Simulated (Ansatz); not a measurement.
# SiH4O (triplet): the correlation ladder at distance Si1–H5 along a hydrogen transfer = 1.769 Å, cc-pVDZ

One table from this session's results is given with a row withheld; the runs are named, their logs left out.

The runs use Ansatz 0.2.0, Gaussian basis; cc-pVDZ, core rule «outside noble gas», up to 6 orbitals frozen.

The runs, in order: UHF; CCSD(T) on ROHF; CCSD(T) on UHF; BCCD(T) on ROHF; CISD; CCSDT(Q) on ROHF; CCSDT(Q) on UHF; CASSCF and MRCISD+Q, 4 electrons in 4 orbitals; CASSCF and NEVPT2, 4 electrons in 4 orbitals.

10 further runs of the same task are left out: 10 that didn't finish.

## The system

The geometry derives from fragments relaxed apart (PBE0/def2-TZVP) and kept rigid, so it is no stationary point. A hydrogen atom is moved between rigid fragments.

6 atoms, charge 0, spin multiplicity 3.

Atoms are counted from 1 here; the program's logs count them from 0.

Bond lengths: Si1–H2 1.485 Å, Si1–H3 1.485 Å, Si1–H4 1.485 Å. Angles: H2–Si1–H3 109.5°, H2–Si1–H4 109.5°, H3–Si1–H4 109.5°.

Geometry (Å):

```xyz
6

Si   -1.0497    0.0000    0.0000
H    -1.5446    1.3997    0.0000
H    -1.5446   -0.6999    1.2122
H    -1.5446   -0.6999   -1.2122
H     0.7193    0.0000    0.0000
O     2.0893    0.0000    0.0000
```

Set-up of the first run:

The input, in.yaml:

```yaml
crystal:
  periodic: [false, false, false]
  atoms:
    - {symbol: Si, position_ang: [-1.049715, 0.000000, 0.000000]}
    - {symbol: H, position_ang: [-1.544586, 1.399708, 0.000000]}
    - {symbol: H, position_ang: [-1.544586, -0.699854, 1.212183]}
    - {symbol: H, position_ang: [-1.544586, -0.699854, -1.212183]}
    - {symbol: H, position_ang: [0.719285, 0.000000, 0.000000]}
    - {symbol: O, position_ang: [2.089285, 0.000000, 0.000000]}
basis:
  gaussian: {orbitals: cc-pVDZ}
magnetization: {spin_polarized: true, initial_magnetization: 2}
hamiltonian: {xc: hf}
output: {orbitals: {seedname: orbitals}}
```

The run is started by

```console
> ansatz run in.yaml --threads 1 --pin off --events-out ev --progress --plain --max-ram 2393MiB
```

Steps of the session up to this table: UHF; CCSD(T) on ROHF; CCSD(T) on UHF; BCCD(T) on ROHF; CISD; CCSDT(Q) on ROHF; CCSDT(Q) on UHF; CASSCF and MRCISD+Q, 4 electrons in 4 orbitals; CASSCF and NEVPT2, 4 electrons in 4 orbitals.

One of the session's tables, all rows but one given; the rest of the session is left out.

| method | from UCCSDT(Q) (kJ/mol) |
| --- | --- |
| ROHF | ? |
| UHF | +766.9 |
| RMP2 | +150.2 |
| UMP2 | +145.4 |
| CISD | +91.0 |
| RCCSD | +18.3 |
| UCCSD | +17.3 |
| RCCSD(T) | +4.0 |
| UCCSD(T) | +3.9 |
| BCCD(T) | +3.9 |
| RCCSDT | +1.1 |
| UCCSDT | +0.9 |
| RCCSDT(Q) | +0.1 |
| UCCSDT(Q) | 0 |
| CASSCF pair | +727.1 |
| NEVPT2 pair | +127.0 |
| MRCISD pair | +70.8 |
| MRCISD+Q pair | +9.1 |

Q: Estimate the row for ROHF from the others.

The run gave: from UCCSDT(Q) (kJ/mol): +804.3. In the column «from UCCSDT(Q) (kJ/mol)» it is the highest.

Limits of these values: Restricted and unrestricted rows rest on different reference determinants; where their highest levels disagree by more than a few hundredths of an eV, they describe different states and don't form one ladder.
